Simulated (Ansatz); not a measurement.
# H₃NSSi (SMILES N[SiH]=S): a relaxation

Where does the structure go when it is relaxed from here with these settings?

Computed with Ansatz 0.2.0, Gaussian basis. Level: BLYP-D4/STO-3G.

## (1) The system as given

The start, displaced at random: SMILES `N[SiH]=S`, 6 atoms, charge 0, spin multiplicity 1.

Atoms are counted from 1 here; the program's logs count them from 0.

Bond lengths: N1–Si2 1.554 Å, N1–H4 1.246 Å, N1–H5 1.064 Å, Si2–S3 2.098 Å, Si2–H6 1.579 Å. Angles: Si2–N1–H4 127.1°, Si2–N1–H5 127.7°, H4–N1–H5 105.2°, N1–Si2–S3 128.5°, N1–Si2–H6 107.4°, S3–Si2–H6 124.0°.

Geometry (Å):

```mol
H3NSSi
  3D, bonds by distance, orders not assigned

  6  5  0  0  0  0  0  0  0  0999 V2000
   -0.5261    0.3305   -0.5604 N   0  0
    0.4539   -0.3022    0.4664 Si  0  0
    1.2256   -2.2529    0.5052 S   0  0
   -0.8742    1.5249   -0.6307 H   0  0
   -1.0715   -0.1637   -1.3286 H   0  0
    0.8600    0.8283    1.4913 H   0  0
  1  2  8  0
  1  4  8  0
  1  5  8  0
  2  3  8  0
  2  6  8  0
M  END
```

## (2) The relaxation

run/in.yaml reads:

```yaml
crystal:
  periodic: [false, false, false]
  atoms:
    - {symbol: N, position_ang: [-0.526138, 0.330487, -0.560416]}
    - {symbol: Si, position_ang: [0.453872, -0.302152, 0.466395]}
    - {symbol: S, position_ang: [1.225645, -2.252949, 0.505184]}
    - {symbol: H, position_ang: [-0.874182, 1.524905, -0.630658]}
    - {symbol: H, position_ang: [-1.071492, -0.163708, -1.328603]}
    - {symbol: H, position_ang: [0.860004, 0.828283, 1.491306]}
basis:
  gaussian: {orbitals: STO-3G}
hamiltonian: {xc: {name: BLYP}, dispersion: d4}
relax: {f_tol: 0.2, max_steps: 5, max_displacement: 0.2}
```

Started as:

```bash
ansatz run in.yaml --threads 2 --pin off --events-out ev --progress --plain --max-ram 3481MiB
```

Before running it: what results should come out? Wanted: energy change; last largest force; RMSD from the start.

The runs gave:

```
           quantity          value
              steps              4
      energy change  -160.3 kJ/mol
 last largest force    0.1115 eV/Å
RMSD from the start        0.115 Å
```

What this shows: It converged in 4 steps at a force tolerance of 0.2 eV/Å. So loose a tolerance leaves the structure only roughly relaxed.
